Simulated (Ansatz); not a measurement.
# doublet NO: levels of theory in one basis

```xyz
2

N     0.0000    0.0000    0.0000
O     0.0000    0.0000    1.3800
```

Basis set: def2-SVP (spherical functions). Left uncorrelated: 2 orbitals. Correlation on ROHF uses semicanonical orbitals with singles. Charge 0, multiplicity 2.

Computed with Ansatz (development build ahead of 0.2.0); each method stands on the lowest determinant of its kind that the runs found.

```
  method  E − E(ROHF) (eV)  <S²> of the determinant
    ROHF              0.00                     0.75
     UHF             -1.56                     1.52
ROHF-MP2            -10.19                        –
```

(1) What does UHF-MP2 give on the same scale?

(2) Is a single determinant a sound starting point here?

Answers

(1) -8.53 eV.

(2) It is doubtful. Unrestricted orbitals lower Hartree–Fock by 1.56 eV and <S²> is 1.52 where a pure state has 0.75, a sign of strong static correlation.

Caution for ROHF, ROHF-MP2: an unrestricted determinant lies well below. Caution for UHF, UHF-MP2: the unrestricted determinant is spin contaminated. Caution for ROHF-MP2, UHF-MP2: bonds are stretched, where a single reference can fail. Caution for ROHF-MP2: other determinants can give a lower correlated total.
